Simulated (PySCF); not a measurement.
HCN.
Numbering: `[CH:1]#[N:2]` (hydrogens: H3 on C1)

Cartesian coordinates in Å at the PBE0-D3(BJ)/def2-SVP level; atoms count from 1:
```xyz
3
HCN angstrom
C     -0.017   -0.018    0.000
N      0.784    0.813    0.000
H     -0.766   -0.795    0.000
```

Level: B3LYP/def2-SVPD in PySCF, non-relativistic, on one gas-phase PBE0-D3(BJ)/def2-SVP geometry that isn't relaxed in the solvent. The solvent is an IEF-PCM continuum (cavity from Bondi-type radii × 1.2), and excitations are vertical TDDFT with non-equilibrium linear response and a frozen core. The model holds no explicit solvent molecules, cavitation or dispersion.

Gas-phase singlets (H = HOMO, L = LUMO):

```json
{"state": "S1", "E (eV)": "7.794", "λ (nm)": "159", "f": "0.000", "leading configurations": "H→L 50%, H-1→L+1 50%"}
{"state": "S2", "E (eV)": "8.086", "λ (nm)": "153", "f": "0.000", "leading configurations": "H→L+1 50%, H-1→L 50%"}
{"state": "S3", "E (eV)": "8.086", "λ (nm)": "153", "f": "0.000", "leading configurations": "H-1→L+1 50%, H→L 50%"}
{"state": "S4", "E (eV)": "9.092", "λ (nm)": "136", "f": "0.015", "leading configurations": "H-2→L 99%"}
{"state": "S5", "E (eV)": "9.092", "λ (nm)": "136", "f": "0.015", "leading configurations": "H-2→L+1 99%"}
```

Q: How does the list change in chloroform (ε = 4.711)?

A: 
```json
{"state": "S1", "E (eV)": "7.903", "λ (nm)": "157", "f": "0.000", "leading configurations": "H→L 50%, H-1→L+1 50%", "change by rank (eV)": "+0.109"}
{"state": "S2", "E (eV)": "8.181", "λ (nm)": "152", "f": "0.000", "leading configurations": "H-1→L+1 50%, H→L 50%", "change by rank (eV)": "+0.095"}
{"state": "S3", "E (eV)": "8.181", "λ (nm)": "152", "f": "0.000", "leading configurations": "H-1→L 50%, H→L+1 50%", "change by rank (eV)": "+0.095"}
{"state": "S4", "E (eV)": "9.309", "λ (nm)": "133", "f": "0.022", "leading configurations": "H-2→L 98%", "change by rank (eV)": "+0.217"}
{"state": "S5", "E (eV)": "9.309", "λ (nm)": "133", "f": "0.022", "leading configurations": "H-2→L+1 98%", "change by rank (eV)": "+0.217"}
```

Q: Give the list for dichloromethane (ε = 8.93), n² = 2.03.

A: 
```
state  E (eV)  λ (nm)      f  leading configurations  change by rank (eV)
   S1   7.925     156  0.000    H→L 50%, H-1→L+1 50%               +0.131
   S2   8.204     151  0.000    H-1→L+1 48%, H→L 48%               +0.118
   S3   8.204     151  0.000    H-1→L 48%, H→L+1 48%               +0.118
   S4   9.361     132  0.023               H-2→L 99%               +0.269
   S5   9.361     132  0.023             H-2→L+1 99%               +0.269
```

Q: How do the frontier levels move from gas to dichloromethane?

A: 
| orbital | gas (eV) | solvent (eV) | change (eV) | Löwdin shares, gas | Löwdin shares, solvent |
| --- | --- | --- | --- | --- | --- |
| LUMO+2 | 0.71 | 1.19 | +0.48 | C1 50 %, H3 47 % | C1 76 %, H3 16 %, N2 7 % |
| LUMO+1 | -0.15 | -0.03 | +0.12 | C1 44 %, N2 41 %, H3 15 % | C1 46 %, N2 42 %, H3 12 % |
| LUMO | -0.15 | -0.03 | +0.12 | C1 44 %, N2 41 %, H3 15 % | C1 46 %, N2 42 %, H3 12 % |
| HOMO | -10.16 | -10.20 | -0.04 | N2 52 %, C1 44 % | N2 53 %, C1 43 % |
| HOMO-1 | -10.16 | -10.20 | -0.04 | N2 52 %, C1 44 % | N2 53 %, C1 43 % |
| HOMO-2 | -10.62 | -10.83 | -0.21 | N2 81 %, C1 17 % | N2 81 %, C1 18 % |
| HOMO-3 | -16.56 | -16.21 | +0.35 | C1 50 %, H3 40 %, N2 10 % | C1 51 %, H3 39 %, N2 10 % |

The HOMO–LUMO gap goes from 10.01 to 10.17 eV. Rows go by rank; for LUMO+2 the atom shares or the degeneracy differ between the runs, so the row needn't follow one orbital. Shares within a degenerate set are those of one arbitrary member.

On one thread, Arm Neoverse N1 (aarch64), no GPU, shared host with 64 logical CPUs at a one-minute load of 32, this took 1.3 s of wall time and 0.27 GiB of memory at its peak. This is the whole response run at B3LYP/def2-SVPD in dichloromethane, SCF included.
